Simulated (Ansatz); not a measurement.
# Solid CO2 (dry ice)

All values below come from PBEsol in Ansatz (plane waves, PAW).

Cell: relaxed at this level.

For solid CO2 (dry ice), the lattice energy is 10 kJ/mol. The volume per molecule comes out as 48.89 Å³.

Measured, for comparison: lattice energy 28 kJ/mol (sublimation enthalpy back-corrected for vibrations incl. anharmonic terms (X23); as tabulated in Klimeš (2016), arXiv:1606.06868). Computed (rounded) less measured: lattice energy -18 kJ/mol.

Note: the cell comes from a level without a dispersion term, which matters for the spacing of layers, chains or molecules.

Computed values are for the static lattice.

Ansatz is a first-principles code.
